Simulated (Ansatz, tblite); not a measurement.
Removing and adding an electron: the cluster Li2F. The state is a doublet with charge 0. Geometry: B3LYP-D4/def2-TZVP. Ansatz, gas phase; energy differences of separate SCF runs; the oxidised species is a singlet (the triplet lies 8.54 eV higher at PBE0-D4/def2-TZVP); the reduced species is a triplet (the singlet lies 0.15 eV higher at PBE0-D4/def2-TZVPD).

```csv
atom,x (Å),y (Å),z (Å)
Li1,0.196,1.375,-0.277
Li2,-0.747,-1.203,0.046
F3,0.550,-0.172,0.230
```

The xTB rows come from tblite. Correlated methods freeze 1 core orbital; core or outer-core shells of Li are correlated, in sets that lack core-valence functions. The structure comes from a short search, and lower isomers may exist.

Question: Estimate orbital energies and vertical ionisation energies and electron affinities at: GFN1-xTB; GFN2-xTB; HF/def2-TZVPP; PBE-D4/def2-TZVP; PBE-D4/def2-TZVPD; r2SCAN-D4/def2-TZVP; r2SCAN-D4/def2-TZVPD; PBE0-D4/def2-TZVP; PBE0-D4/def2-TZVPD; MP2/def2-TZVPP; CCSD/def2-TZVPP; CCSD(T)/def2-TZVPP.

Answer: 
```json
{"level": "GFN1-xTB", "−HOMO (eV)": "–", "vertical IE (eV)": "10.60", "−LUMO (eV)": "–", "vertical EA (eV)": "4.73", "HOMO–LUMO gap (eV)": "–", "IE − EA (eV)": "5.87", "remarks": "–"}
{"level": "GFN2-xTB", "−HOMO (eV)": "–", "vertical IE (eV)": "8.57", "−LUMO (eV)": "–", "vertical EA (eV)": "1.06", "HOMO–LUMO gap (eV)": "–", "IE − EA (eV)": "7.51", "remarks": "–"}
{"level": "HF/def2-TZVPP", "−HOMO (eV)": "–", "vertical IE (eV)": "4.31", "−LUMO (eV)": "–", "vertical EA (eV)": "–", "HOMO–LUMO gap (eV)": "–", "IE − EA (eV)": "–", "remarks": "–"}
{"level": "PBE-D4/def2-TZVP", "−HOMO (eV)": "2.76", "vertical IE (eV)": "4.76", "−LUMO (eV)": "1.96", "vertical EA (eV)": "–", "HOMO–LUMO gap (eV)": "0.81", "IE − EA (eV)": "–", "remarks": "–"}
{"level": "PBE-D4/def2-TZVPD", "−HOMO (eV)": "2.76", "vertical IE (eV)": "–", "−LUMO (eV)": "1.97", "vertical EA (eV)": "0.45", "HOMO–LUMO gap (eV)": "0.78", "IE − EA (eV)": "–", "remarks": "HOMO above zero (-1 triplet)"}
{"level": "r2SCAN-D4/def2-TZVP", "−HOMO (eV)": "2.76", "vertical IE (eV)": "4.60", "−LUMO (eV)": "1.83", "vertical EA (eV)": "–", "HOMO–LUMO gap (eV)": "0.93", "IE − EA (eV)": "–", "remarks": "–"}
{"level": "r2SCAN-D4/def2-TZVPD", "−HOMO (eV)": "2.75", "vertical IE (eV)": "–", "−LUMO (eV)": "1.84", "vertical EA (eV)": "0.42", "HOMO–LUMO gap (eV)": "0.90", "IE − EA (eV)": "–", "remarks": "HOMO above zero (-1 triplet)"}
{"level": "PBE0-D4/def2-TZVP", "−HOMO (eV)": "3.22", "vertical IE (eV)": "4.69", "−LUMO (eV)": "1.49", "vertical EA (eV)": "–", "HOMO–LUMO gap (eV)": "1.73", "IE − EA (eV)": "–", "remarks": "–"}
{"level": "PBE0-D4/def2-TZVPD", "−HOMO (eV)": "3.21", "vertical IE (eV)": "–", "−LUMO (eV)": "1.51", "vertical EA (eV)": "0.49", "HOMO–LUMO gap (eV)": "1.69", "IE − EA (eV)": "–", "remarks": "HOMO above zero (-1 triplet)"}
{"level": "MP2/def2-TZVPP", "−HOMO (eV)": "–", "vertical IE (eV)": "4.39", "−LUMO (eV)": "–", "vertical EA (eV)": "–", "HOMO–LUMO gap (eV)": "–", "IE − EA (eV)": "–", "remarks": "–"}
{"level": "CCSD/def2-TZVPP", "−HOMO (eV)": "–", "vertical IE (eV)": "4.41", "−LUMO (eV)": "–", "vertical EA (eV)": "–", "HOMO–LUMO gap (eV)": "–", "IE − EA (eV)": "–", "remarks": "–"}
{"level": "CCSD(T)/def2-TZVPP", "−HOMO (eV)": "–", "vertical IE (eV)": "4.42", "−LUMO (eV)": "–", "vertical EA (eV)": "–", "HOMO–LUMO gap (eV)": "–", "IE − EA (eV)": "–", "remarks": "–"}
```

Relaxing the oxidised species (B3LYP-D4/def2-TZVP) changes its energy by -0.55 eV at PBE-D4/def2-TZVP, so the adiabatic ionisation energy to this nearest minimum is 4.20 eV. At PBE0-D4/def2-TZVP it is 4.12 eV.     A HOMO above zero means that the electron is unbound at that level or that self-interaction error raises the level; the energy of removing that electron tells which. HOMO and LUMO are the levels of the spin that leaves or enters (xTB has no such levels and no spin-polarisation term). Other spin states of the ions may lie lower, which would lower the ionisation energy or raise the affinity. Raw xTB energy differences between charge states are shifted by several eV; the methods need an empirical correction for them.
